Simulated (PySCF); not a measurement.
An unknown is described by computed data only.

Formula: AlCl2H.

| Quantity | Value |
| --- | --- |
| Rotational structure | rotational constants A, B, C: 17.859, 2.254, 2.001 GHz [PBE0-D3(BJ)/def2-SVP] |
| UV, strongest line | among the 15 lowest singlet transitions: S14 at 9.40 eV (132 nm, f = 0.320) [TDDFT wB97X-D/def2-SVPD] |
| UV, first state | lowest singlet excitation: 6.65 eV (186 nm, f = 0.014) [TDDFT wB97X-D/def2-SVPD] |
| Triplet | lowest triplet excitation (Tamm–Dancoff): 6.28 eV [TDA wB97X-D/def2-SVPD] |
| 1H NMR | chemical shifts (computed TMS as zero) by class: 4.94 (1 H) ppm [GIAO B3LYP/pcSseg-1 (pcSseg-2 on Al)] |
| NMR, other nuclei | isotropic shieldings of nuclei other than C and H, by class: 371 (1 Al), 861 (2 Cl) ppm [GIAO B3LYP/pcSseg-1 (pcSseg-2 on Al)] |
| Polarisability | 51.8 au [wB97X-D/def2-SVPD] |
| Dipole | 1.24 D [wB97X-D/def2-SVPD] |
| XPS | Cl2p3/2 206.2 (×2), Al1s 1569.0, Cl1s 2828.8 (×2) eV [ΔSCF SCAN, pcX-2 on the ionised atom, pcseg-1 elsewhere, spin-free X2C, 2p3/2 from a spin–orbit splitting computed afterwards within the 2p shell] |

The electronic properties come from PySCF, for the isolated species, density fitting. Levels stand in brackets. Geometry: PBE0-D3(BJ)/def2-SVP; no solvent, vibrations or thermal averaging. NMR classes are plain means over equivalent atoms (diastereotopic ones count apart unless rotation or inversion swaps them), as if these changed places fast.

Question: Give a SMILES that accounts for the data.

Answer: The one hydrogen (4.94 ppm): hydrogen on aluminium. The other shieldings belong to: 371 ppm, aluminium bonded to 2 Cl and H; 861 ppm, chlorine bonded to Al. The core levels belong to: Cl2p3/2 206.2 eV, chlorine bonded to Al; Al1s 1569.0 eV, aluminium bonded to 2 Cl and H; Cl1s 2828.8 eV, chlorine bonded to Al. The optimised geometry has point group C2v and is an asymmetric top. Structure: `[H][Al]([Cl])[Cl]`. The assignments are read from this structure; whether some other isomer fits the data as well wasn't checked.
